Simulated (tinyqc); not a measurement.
Worked calculation: Hueckel theory of the pi electrons, for the molecule [CH2-]N=CN (SMILES; centres numbered as the heavy atoms are written). One step of it, computed by the program tinyqc.

Task: Orbitals. Diagonalise; E = alpha + x beta with beta < 0, so the largest x are filled first; degenerate levels share their electrons. P = sum n_i c_ri c_si; each orbital has its largest coefficient positive (the first on a tie).

Hueckel matrix in units of beta (H = alpha + beta A), order 1C, 2N, 3C, 4N:
$$\begin{pmatrix}
0.000000 & 1.000000 & 0.000000 & 0.000000 \\
1.000000 & 0.500000 & 1.000000 & 0.000000 \\
0.000000 & 1.000000 & 0.000000 & 0.800000 \\
0.000000 & 0.000000 & 0.800000 & 1.500000
\end{pmatrix}$$

pi electrons, sum of z_r less the charge = 6

Give: x values; occupations; coefficients; charge and bond-order matrix P.

Result:

x values: [2.0633, 1.3775, -0.1784, -1.2624]

occupations: [2.0000, 2.0000, 2.0000, 0.0000]

coefficients, order 1C, 2N, 3C, 4N:
$$\begin{pmatrix}
0.2225 & 0.4566 & 0.7107 & -0.4868 \\
0.4591 & 0.6289 & -0.1268 & 0.6146 \\
0.4952 & 0.0953 & -0.6247 & -0.5963 \\
0.7032 & -0.6221 & 0.2978 & 0.1727
\end{pmatrix}$$

charge and bond-order matrix P, order 1C, 2N, 3C, 4N:
$$\begin{pmatrix}
1.5260 & 0.5984 & -0.5805 & 0.1681 \\
0.5984 & 1.2447 & 0.7329 & -0.2122 \\
-0.5805 & 0.7329 & 1.2890 & 0.2059 \\
0.1681 & -0.2122 & 0.2059 & 1.9404
\end{pmatrix}$$
